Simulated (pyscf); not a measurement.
1,1-elimination: `[CH2]=[S]` → `[C]=[S]` [singlet] + `[H][H]`

Gas phase, singlet surface, charge 0. Bonds broken: C1–H3, C1–H4. Bonds formed: H3–H4. Structures and frequencies: ωB97X-D3(BJ)/def2-SVP in PySCF.

Transition state (Å):

```xyz
4

C     -0.7602    -0.6680     0.2101
S     -1.1481     0.4001     1.3055
H     -1.1053    -1.1736    -0.8008
H     -1.9375    -0.6103    -0.8079
```

One imaginary mode, 1592i cm⁻¹; descent along it reached the two sides named.

| bond | change | reactant side (Å) | saddle | product side |
|---|---|---|---|---|
| C1–H3 | breaks | 1.101 | 1.182 | 4.0 |
| C1–H4 | breaks | 1.101 | 1.557 | 3.2 |
| H3–H4 | forms | 1.861 | 1.005 | 0.760 |

Electronic energies relative to the reactant's lowest minimum found (kcal/mol):

```tsv
level	barrier	reaction energy	reverse barrier
ωB97X-D3(BJ)/def2-TZVP	92.9	+48.1	44.8
PBE/def2-TZVP	82.6	+48.5	34.1
r²SCAN/def2-TZVP	85.8	+48.0	37.7
B3LYP-D3(BJ)/def2-TZVP	88.3	+46.8	41.5
PBE0-D3(BJ)/def2-TZVP	89.1	+51.9	37.2
M06-2X/def2-TZVP	92.4	+46.6	45.8
ωB97M-D3(BJ)/def2-TZVP	90.3	+45.5	44.8
HF/def2-TZVP	104.6	+43.8	60.8
```

With ωB97M-D3(BJ)/def2-TZVP energies and thermal terms (ideal gas, 1 atm, RRHO with modes under 100 cm⁻¹ raised to 100, one conformer, R ln 2 for chiral ones without a mode under 150 cm⁻¹), in kcal/mol:

| T (K) | ΔH‡ | ΔG‡ | ΔH | ΔG |
|---|---|---|---|---|
| 298 | 84.9 | 84.3 | +39.7 | +31.9 |
| 600 | 85.1 | 83.5 | +40.8 | +23.4 |
| 900 | 85.1 | 82.7 | +41.3 | +14.6 |
| 1200 | 85.0 | 82.0 | +41.4 | +5.7 |

One saddle was located; it need not be the lowest between these sides.
